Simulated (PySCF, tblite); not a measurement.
Isomers of C6H5 (doublet state), one GFN2-xTB conformer each. Single-point energies are computed at B3LYP/pcH-1 (PySCF, gas phase, no added dispersion term), electronic only. GFN2-xTB treats the open shell by occupation alone, and not every SCF solution was tested for stability.

| SMILES | GFN2-xTB relative energy (kJ/mol) |
| --- | --- |
| C=C1[C]=CC1=C | 105.5 |
| C=C1C=[C]C=C1 | 0.0 |

What does B3LYP/pcH-1 give for the same structures?

```tsv
SMILES	B3LYP/pcH-1 E (Eh)	B3LYP/pcH-1 (kJ/mol)	GFN2-xTB (kJ/mol)	point group
C=C1C=[C]C=C1	-231.51452	0.0	0.0	Cs
C=C1[C]=CC1=C	-231.47018	116.4	105.5	Cs
```

Both levels put the same isomer lowest. As drawn, the higher has a four-membered ring, which the lower lacks.

What happens when harmonic zero-point energies from GFN2-xTB frequencies are added?

| SMILES | ZPE (kJ/mol) | electronic (kJ/mol) | with ZPE (kJ/mol) |
| --- | --- | --- | --- |
| C=C1C=[C]C=C1 | 216.6 | 0.0 | 0.0 |
| C=C1[C]=CC1=C | 212.6 | 116.4 | 112.4 |

The zero-point energies span 4.0 kJ/mol. The order is unchanged.
